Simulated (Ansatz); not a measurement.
The input, for Ansatz 0.2.0:

```yaml
crystal:
  periodic: [false, false, false]
  atoms:
    - {symbol: B, position_ang: [0.000000, 0.000000, 0.651967]}
    - {symbol: Al, position_ang: [0.000000, 0.000000, -2.489033]}
    - {symbol: H, position_ang: [0.000000, 0.000000, 1.837067]}
basis:
  gaussian: {orbitals: cc-pVDZ, point_charges: [{charge: -0.50, position_ang: [2.633, -0.354, -0.537]}]}
magnetization: {spin_polarized: false, initial_magnetization: 3}
correlation: {method: fic_nevpt4_sd, electrons: outside_noble_gas, active_space: {window: {electrons: 5, orbitals: 6}}}
```

```sh
$ ansatz run in.yaml --threads 1 --pin off --events-out ev --progress --plain --max-ram 2393MiB
```

Output:

```
359 factors; integrals over basis functions are off by at most 6.8e-4 eV
mean field evaluation 1: about -7263.0920 eV, gradient 7.8e0 eV
mean field evaluation 2: about -7263.1030 eV, gradient 7.8e0 eV
mean field evaluation 4: about -7264.3190 eV, gradient 4.0e0 eV
mean field evaluation 8: about -7264.5186 eV, gradient 8.3e-1 eV
mean field evaluation 16: about -7265.0998 eV, gradient 1.8e0 eV
mean field evaluation 32: about -7265.2367 eV, gradient 1.3e-4 eV
mean field evaluation 64: about -7265.2364 eV, gradient 7.7e-2 eV
mean field evaluation 96: about -7265.2004 eV, gradient 6.7e-1 eV
mean field evaluation 128: about -7265.2367 eV, gradient 2.9e-3 eV
mean field evaluation 160: about -7264.7350 eV, gradient 2.5e-2 eV
mean field evaluation 192: about -7264.5052 eV, gradient 4.6e-1 eV
mean field evaluation 224: about -7265.0846 eV, gradient 1.3e0 eV
mean field evaluation 256: about -7265.2033 eV, gradient 9.8e-1 eV
mean field -7265.23670404 eV, -266.9925243190 hartree, gradient 2.0e-6 eV, S^2 3.750000; 16 other end points of the search recorded, 0 dependent functions left out
reference -7265.23670404 eV, -266.9925243190 hartree; 11, 8 occupied and 26, 29 virtual orbitals, 359 factors
state -7265.89998090 eV, -267.0168992941 hartree
state -7265.89998090 eV, -267.0168992941 hartree; corrected -7268.20989262 eV, -267.1017869841 hartree
state -7265.64430319 eV, -267.0075033118 hartree
state -7265.64430319 eV, -267.0075033118 hartree; corrected -7268.35009499 eV, -267.1069393264 hartree
state -7265.64430319 eV, -267.0075033118 hartree; corrected -7268.35009499 eV, -267.1069393264 hartree
the orbitals are reached from a further start. From the first start the search ends at -7265.89995980 eV, -267.0168985189 hartree
WARN: the results are in doubt because another end's mean lies 0.256 eV lower, and its corrected mean 0.140 eV higher
Total energy: -7268.35009499 eV, -267.1069393264 hartree
In doubt: another end's mean lies 0.256 eV lower, and its corrected mean 0.140 eV higher
```

Natural occupations: 1.9464 1.0052 0.8215 0.8214 0.2037 0.2018.

Ran on 1 thread of Arm Neoverse V1, shared host: 3.5 s wall, 0.18 GiB peak host memory.
